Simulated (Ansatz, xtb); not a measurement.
**Relative energy of two isomers of C5H8N+**

Structure X is `C=CCC#[N+]C`, a singlet and structure Y is `C=CC[N+]#CC`, a singlet. Both are isolated ions in the gas phase, relaxed with B3LYP/def2-SVP; each stands in its lowest conformer found.

X (Å):

```xyz
14

C    -0.2898    2.9776   -0.9306
C     0.1635    1.9999   -0.1453
C    -0.7577    1.0961    0.6627
C    -0.7173   -0.2798    0.1833
C    -0.5925   -2.6873   -0.7308
N    -0.6594   -1.3543   -0.2242
H    -1.3576    3.1821   -1.0590
H     0.4064    3.6281   -1.4665
H     1.2362    1.8209   -0.0230
H    -0.4807    1.0686    1.7337
H    -1.8110    1.4243    0.6074
H    -0.8720   -2.6755   -1.7943
H    -1.2907   -3.3180   -0.1613
H     0.4359   -3.0586   -0.6127
```

Y (Å):

```xyz
14

C    -0.3859    3.0425    0.1237
C     0.1712    1.8528    0.3589
C    -0.6076    0.6865    0.9125
C    -0.6744   -1.2640   -0.8068
C    -0.6972   -2.3325   -1.7809
N    -0.6594   -0.4164   -0.0298
H    -1.4506    3.2343    0.2927
H     0.2163    3.8813   -0.2350
H     1.2414    1.6865    0.1971
H    -0.1519    0.2705    1.8271
H    -1.6531    0.9500    1.1357
H    -0.8961   -1.9126   -2.7807
H    -1.4913   -3.0508   -1.5183
H     0.2778   -2.8472   -1.7841
```

Task: Estimate E(Y) − E(X) at the level CCSD(T)/def2-SVP + ΔMP2/def2-TZVPP.

Result: Calculated at CCSD(T)/def2-SVP + ΔMP2/def2-TZVPP: E(Y) − E(X) = −1.90 kcal/mol, so structure Y lies lower.

How the difference moves with the method:

```csv
level,geometry,E(Y) − E(X) (kcal/mol),departure from the last row (kcal/mol),"job, with rough time for the two"
GFN2-xTB,GFN2-xTB,−1.36,+0.54,"optimisation, 0.33 s"
HF/STO-3G,GFN2-xTB,−2.06,−0.16,"single point, 0.62 s"
r2SCAN-D4/def2-SVP,GFN2-xTB,−1.81,+0.08,"single point, 4.6 s"
B3LYP/def2-SVP,B3LYP/def2-SVP,−1.82,+0.08,"optimisation, 1.9 min"
HF/def2-SVP,B3LYP/def2-SVP,−1.75,+0.15,part of the CCSD(T) run
MP2/def2-SVP,B3LYP/def2-SVP,−1.83,+0.07,part of the CCSD(T) run
CCSD(T)/def2-SVP,B3LYP/def2-SVP,−1.62,+0.27,single point
CCSD(T)/def2-SVP + ΔMP2/def2-TZVPP,B3LYP/def2-SVP,−1.90,,"single point, 66 s"
```

As drawn, both hold the same kinds of bond in the same numbers.

None of the levels shown reverses the order. The largest departure from CCSD(T)/def2-SVP + ΔMP2/def2-TZVPP is that of GFN2-xTB, 0.54 kcal/mol. A small imaginary or near-zero mode remains, so no thermal terms are given. The last row adds to CCSD(T) the change of the MP2 difference between the two basis sets, here −0.27 kcal/mol.

The correlated steps freeze 6 core orbitals. Run with Ansatz 0.2.0, xtb 6.7.1; the last row on 2 threads of Intel(R) Xeon(R) Processor @ 2.70GHz on a shared host.
